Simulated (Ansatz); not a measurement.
**Ge–AsH₂, quartet: reading a ladder of total energies**

Geometry: a PBE0/def2-TZVP stationary point for this spin, not checked as a minimum. The doublet lies 1.4 eV lower here.

```xyz
4

Ge    0.0238    0.0000    1.3085
As   -0.0491    0.0000   -1.2267
H     0.9651    1.0935   -1.5596
H     0.9651   -1.0935   -1.5596
```

Basis cc-pVTZ; Ansatz 0.2.0. Correlated methods freeze the noble-gas cores and the filled d shells of p-block atoms, which leaves 11 electrons in 86 orbitals. R marks a restricted (for open shells ROHF) determinant, U an unrestricted one. No spin–orbit coupling is included, and no scalar relativity.

Full CI isn't at hand for all of this; UCCSDT(Q) serves as the reference, and is uncertain by about the last step of the cluster series.

Runs differ by some tens of microhartree through their thresholds and, for an open shell, their frozen cores, so steps under 0.03 kcal/mol mean nothing.

```tsv
level	total energy (hartree)
UHF	-4310.750188
UMP2	-4310.945187
UCCSD	-4310.980009
UCCSD(T)	-4310.989780
UCCSDT	-4310.991255
UCCSDT(Q)	-4310.991764
```

Q: What is the correlation energy at UCCSDT(Q), and what share of it do UMP2 and UCCSD recover?

A: E(corr) = -4310.991764 − (-4310.750188) = -0.241576 hartree = -6.574 eV. UMP2: -0.194999 / -0.241576 = 80.72 %. UCCSD: -0.229821 / -0.241576 = 95.13 %.

Q: By how many kcal/mol does UCCSD(T) miss UCCSDT(Q) (1 hartree = 627.509 kcal/mol), and which steps make up the rest?

A: -4310.989780 − (-4310.991764) = 0.001984 hartree = 1.24 kcal/mol. Steps: UCCSDT − UCCSD(T) = -0.93, UCCSDT(Q) − UCCSDT = -0.32 kcal/mol. Differences between like states or geometries often cancel part of this.
